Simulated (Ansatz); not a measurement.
Input file for `[CH2]C(F)CF` radical:

```yaml
crystal:
  periodic: [false, false, false]
  atoms:
    - {symbol: C, position_ang: [-0.371606, -0.227828, 1.330302]}
    - {symbol: C, position_ang: [0.261876, -0.519790, 0.034258]}
    - {symbol: F, position_ang: [1.626371, -0.723686, 0.194721]}
    - {symbol: C, position_ang: [0.104901, 0.597762, -0.984948]}
    - {symbol: F, position_ang: [-1.235189, 0.769394, -1.258133]}
    - {symbol: H, position_ang: [-1.311993, 0.305251, 1.359786]}
    - {symbol: H, position_ang: [0.025540, -0.675443, 2.231003]}
    - {symbol: H, position_ang: [-0.144702, -1.445773, -0.403998]}
    - {symbol: H, position_ang: [0.621983, 0.334511, -1.910876]}
    - {symbol: H, position_ang: [0.505920, 1.534501, -0.589115]}
basis:
  gaussian: {orbitals: def2-TZVPP}
magnetization: {spin_polarized: true, initial_magnetization: 1}
correlation: {method: ccsd_t}
scf: {omitted_lower_state_checks: [cluster_reference]}
output: {orbitals: {seedname: orbitals}}
```

```sh
$ ansatz run in.yaml --threads 4 --pin off --events-out ev --progress --plain --max-ram 10444MiB
```

Log, shortened:

```
Functional definition: HF
1379 factors; integrals over basis functions are off by at most 8.9e-4 eV
mean field evaluation 1: about -8581.4511 eV, gradient 2.3e1 eV
mean field evaluation 2: about -8581.4568 eV, gradient 2.3e1 eV
mean field evaluation 4: about -8584.2923 eV, gradient 3.5e0 eV
mean field evaluation 8: about -8584.3827 eV, gradient 1.8e-1 eV
mean field -8584.38324653 eV, -315.4702656060 hartree, gradient 2.3e-6 eV, S^2 0.762695; 0 other end points of the search recorded, 0 dependent functions left out
5 core orbitals not correlated: weight in the atoms' cores, before any rotation towards them, 1.000 or more for the frozen orbitals, at most 0.000 for the correlated occupied ones
reference -8584.38324653 eV, -315.4702656060 hartree; 16, 15 occupied and 204, 205 virtual orbitals, 1379 factors
second order -26.48678410 eV of doubles, -0.00000000 eV of singles
cycle   1  -26.75310215 eV  change   -2.7e-1 eV  update   1.0e-1
cycle   2  -27.30972752 eV  change   -5.6e-1 eV  update   3.0e-2
cycle   3  -27.45132445 eV  change   -1.4e-1 eV  update   1.5e-2
cycle   4  -27.44467800 eV  change    6.6e-3 eV  update   4.2e-3
cycle   5  -27.44294250 eV  change    1.7e-3 eV  update   2.1e-3
cycle   6  -27.44435446 eV  change   -1.4e-3 eV  update   8.3e-4
cycle   7  -27.44423681 eV  change    1.2e-4 eV  update   3.8e-4
cycle   8  -27.44414015 eV  change    9.7e-5 eV  update   1.3e-4
cycle   9  -27.44418445 eV  change   -4.4e-5 eV  update   6.4e-5
cycle  10  -27.44415636 eV  change    2.8e-5 eV  update   2.2e-5
perturbative correction -0.91210147 eV, -0.0335191108 hartree
Total energy: -8612.73950436 eV, -316.5123388608 hartree
Checks for a lower state left out: cluster_reference
```

It took 18 min on 4 threads of an Arm Neoverse V2 on a shared host, with 5 GiB of host memory at the peak.

The correlation energy is -28.356 eV, 3.2 % of it from (T); the T1 diagnostic reads 0.0116.
